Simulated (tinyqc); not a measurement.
CCSD on RHF in the sto-3g basis, frozen core, for H2O, spin multiplicity 1, step by step (part 2 of 2). Computed by tinyqc, a small Python program that keeps every step (integrals from PySCF). Command: `OMP_NUM_THREADS=1 python tinyqc.py 31543 31544 out.jsonl` (the two numbers bound the seeds that draw the settings). One thread of a shared host (Intel(R) Xeon(R) Processor @ 2.60GHz), about 0.3 s of CPU time with the checks.

Geometry (angstrom):
```
atom         x          y         z
O     0.000000   0.000000  0.000000
H     0.000000   0.965000  0.604000
H     0.000000  -0.965000  0.604000
```

## CCSD: convergence

E_corr = 1/4 sum <ij||ab> t_ij^ab + 1/2 sum <ij||ab> t_i^a t_j^b; stop when the norm of the change is below 1e-8.

Course of the amplitude iterations:
```
update  correlation energy (hartree)  norm of the change
0                        -0.05156077                   -
1                        -0.06653626            1.04e-01
2                        -0.07191339            4.53e-02
3                        -0.07414821            2.19e-02
4                        -0.07515842            1.13e-02
5                        -0.07563985            6.15e-03
6                        -0.07587866            3.47e-03
7                        -0.07600123            2.00e-03
8                        -0.07606607            1.17e-03
9                        -0.07610129            6.92e-04
10                       -0.07612084            4.11e-04
11                       -0.07613189            2.45e-04
12                       -0.07613822            1.46e-04
13                       -0.07614189            8.71e-05
...                              ...                 ...
18                       -0.07614674            6.65e-06
19                       -0.07614689            3.98e-06
20                       -0.07614698            2.38e-06
21                       -0.07614704            1.42e-06
22                       -0.07614707            8.52e-07
23                       -0.07614709            5.10e-07
24                       -0.07614710            3.05e-07
25                       -0.07614711            1.83e-07
26                       -0.07614711            1.09e-07
27                       -0.07614712            6.53e-08
28                       -0.07614712            3.91e-08
29                       -0.07614712            2.34e-08
30                       -0.07614712            1.40e-08
31                       -0.07614712            8.37e-09
```

Converged amplitudes (spin orbitals 1a, 1b, ...; amplitudes related by a flip of all spins are not repeated):
```
from      to          t
3a 3b  7a 7b  -0.099481
4a 4b  6a 6b  -0.095133
3a 4b  6b 7a  -0.077979
3a 3b  6a 6b  -0.069209
3a 4b  6a 7b   0.063749
4a 4b  7a 7b  -0.056639
2a 4b  6a 6b  -0.044223
2a 3b  6a 7b   0.032578
4a        6a   0.031921
2a 2b  6a 6b  -0.030976
5a 5b  6a 6b  -0.027048
2a 3b  6b 7a  -0.022033
2a 2b  7a 7b  -0.020764
3a 4a  6a 7a  -0.014230
5a 5b  7a 7b  -0.013951
2a 3a  6a 7a   0.010545
2a 4b  7a 7b   0.003868
2a        6a  -0.003358
3a        7a  -0.000511
```

CCSD total energy = -74.99033269 hartree

T1 diagnostic, norm of the one-spin t1 over sqrt(correlated electrons) = 0.011349

Converged in 31 updates.
